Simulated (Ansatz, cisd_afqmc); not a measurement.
Species: PH3, charge 1, doublet. PH3+ (parent SMILES P, doublet).
B3LYP-D3(BJ)/def2-TZVP minimum from Ansatz (a first-principles code):
```xyz
4

P      0.0003     0.0005     0.0631
H     -0.0303     1.3480    -0.3258
H      1.1823    -0.6530    -0.3165
H     -1.1569    -0.7025    -0.3040
```
Charge +1, spin multiplicity 2.

Total energies in cc-pV(T+d)Z, 7 correlated electrons, 5 frozen orbitals. Open shells are spin-unrestricted; no spin-orbit coupling. Cores are frozen in correlated methods. No relativity. The Monte Carlo rows (phaseless AFQMC, CISD trial, step 0.005/hartree) carry one-sigma bars that omit the constraint's bias. Outlying blocks are dropped, and bars are widened where a walk drifts. Over all cases where full CI ran beside it in this data, AFQMC minus full CI had a median of +0.1 mEh and passed +0.4 mEh in a tenth of the cases.

```
method         program         energy (Eh)  minus CCSDT(Q) (mEh)
----------  ----------  ------------------  --------------------
HF              Ansatz          -342.17580                162.01
MP2             Ansatz          -342.30572                 32.09
CCSD            Ansatz          -342.33257                  5.24
CCSD(T)         Ansatz          -342.33687                  0.94
CCSDT(Q)        Ansatz          -342.33781                  0.00
AFQMC/CISD  cisd_afqmc  -342.3378 ± 0.0002             0.1 ± 0.2
```

Rough core times of Ansatz's runs on a shared machine: CCSD(T) under 20 s, CCSDT(Q) 90 s.
